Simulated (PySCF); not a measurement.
Species: C₆H₉ (charge +1).
Structure used (PBE0-D3(BJ)/def2-SVP), in Å, numbered top down from 1:
```
atom  x, y, z in Å
C1     1.526    0.783   -1.660
C2     0.077    0.855   -1.161
C3    -0.764    1.866   -1.818
C4    -1.992    1.359   -2.225
C5    -2.016    0.011   -1.890
C6    -0.764   -0.418   -1.265
H7     2.034    1.749   -1.533
H8     1.564    0.503   -2.722
H9     2.078    0.031   -1.080
H10    0.118    1.178   -0.095
H11   -0.447    2.906   -1.955
H12   -2.793    1.918   -2.711
H13   -2.867   -0.657   -2.065
H14   -0.952   -0.941   -0.308
H15   -0.285   -1.194   -1.896
```

All values: B3LYP/def2-SVPD (PySCF, non-relativistic), on one gas-phase PBE0-D3(BJ)/def2-SVP geometry that isn't relaxed in the solvent. The solvent is an IEF-PCM continuum (cavity from Bondi-type radii × 1.2). Specific hydrogen bonds and non-electrostatic terms are outside this model.

Gas phase at B3LYP/def2-SVPD: HOMO -14.02 eV, LUMO -8.82 eV.

Question: What does the continuum do to the energy and the frontier levels at B3LYP/def2-SVPD in chloroform and water?

Answer: 
| solvent | ε | E(solvent) − E(gas) (kcal/mol) | polarisation term (kcal/mol) | distortion of the solute (kcal/mol) | HOMO (eV) | LUMO (eV) |
| --- | --- | --- | --- | --- | --- | --- |
| chloroform | 4.711 | -44.36 | -44.64 | 0.28 | -10.34 | -5.09 |
| water | 78.36 | -55.63 | -56.16 | 0.53 | -9.40 | -4.14 |

The polarisation term is half the interaction of the solute with the surface charges that it induces; the rest is the cost of distorting the solute's density. The sum is the electrostatic part of solvation alone. From chloroform to water the lowering changes by a factor 1.25, Born's factor 1 − 1/ε by 1.25 and ε itself by 16.6.

Question: Which radius a makes Born's formula ΔE = −(q²/2a)(1 − 1/ε) give the value in water?

Answer: a = q²(1 − 1/ε)/(2|ΔE|) = 2.95 Å, with q = +1 e and |ΔE| = 0.0886 Eh; the farthest nucleus lies 2.94 Å from the centroid of the nuclei. The formula assumes a point charge at the centre of a sphere.

Question: How does the static polarisability (B3LYP/def2-SVPD, frozen core, with the continuum's full static response) change?

Answer: 
```csv
medium,isotropic (au),principal values (au),⟨r²⟩ of the electrons (bohr²)
gas,63.8,"46.8, 67.9, 76.6",535.6
chloroform,80.2,"58.2, 86.3, 96.1",536.5
water,88.6,"64.9, 95.3, 105.6",536.8
```

The isotropic value in water is 1.39 times the gas-phase one; no cavity-field correction is applied. ⟨r²⟩ is taken about the centre of nuclear charge.
